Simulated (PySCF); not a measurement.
Ionisation energies (eV) were calculated with PySCF 2.14 by LDA, MP2 (valence), UHF, in another order, as differences of total energies without spin-orbit coupling. The measured values are between term centres (NIST).

| species | measured | A | B | C |
| --- | --- | --- | --- | --- |
| C+ (aug-cc-pwCVDZ, non-relativistic) | 24.378 | 24.174 | 24.701 | 24.099 |
| Mg (aug-cc-pCVDZ, non-relativistic) | 7.646 | 7.211 | 7.741 | 6.619 |
| Al+ (aug-cc-pwCVDZ, non-relativistic) | 18.829 | 18.235 | 18.913 | 17.540 |
| Br (aug-cc-pwCVDZ-PP with ECP10MDF, ECP) | 11.844 | 11.413 | 12.050 | 10.741 |
| Tc (aug-cc-pwCVDZ-PP with ECP28MDF, ECP) | 7.119 | 6.668 | 7.327 | 5.536 |
| Cd+ (aug-cc-pwCVDZ-PP with ECP28MDF, ECP) | 16.908 | 16.739 | 17.810 | 15.566 |
| I+ (aug-cc-pwCVDZ-PP with ECP28MDF, ECP) | 18.750 | 18.009 | 18.989 | 17.607 |
| Re (aug-cc-pwCVDZ-PP with ECP60MDF, ECP) | 7.834 | 7.247 | 8.056 | 5.926 |

Q: Which column is which method?

A: A is MP2 (valence) (mean error -0.45 eV); B is LDA (mean error 0.28 eV); C is UHF (mean error -1.21 eV). Valence MP2 in a finite basis recovers only part of the missing correlation, so it stays below experiment on average. LDA overbinds the outer electron and comes out highest. Hartree-Fock lacks the correlation of the electron removed and comes out lowest.
